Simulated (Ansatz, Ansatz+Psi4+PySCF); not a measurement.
```xyz
9

O     0.0000    0.0000   -0.5779
C     0.0000    1.1610    0.1881
C     0.0000   -1.1610    0.1881
H     0.0000    2.0214   -0.4962
H    -0.8952    1.2329    0.8396
H     0.8952    1.2329    0.8396
H     0.0000   -2.0214   -0.4962
H     0.8952   -1.2329    0.8396
H    -0.8952   -1.2329    0.8396
```

Basis set: cc-pVTZ (spherical functions). Frozen core: 3 orbitals. Charge 0, multiplicity 1.

Computed with Ansatz (development build ahead of 0.2.0); each method stands on the lowest determinant of its kind that the runs found. Restricted open shells among the atoms or ions are ROHF, correlated in semicanonical orbitals with singles.

The atomization energy at this shape (free ground-state atoms in the same class of orbitals less the molecule, no zero-point energy) of singlet C2H6O:

```json
{"method": "RHF", "atomization energy": "25.78 eV"}
```

What does RHF-MP2 give?

34.09 eV.
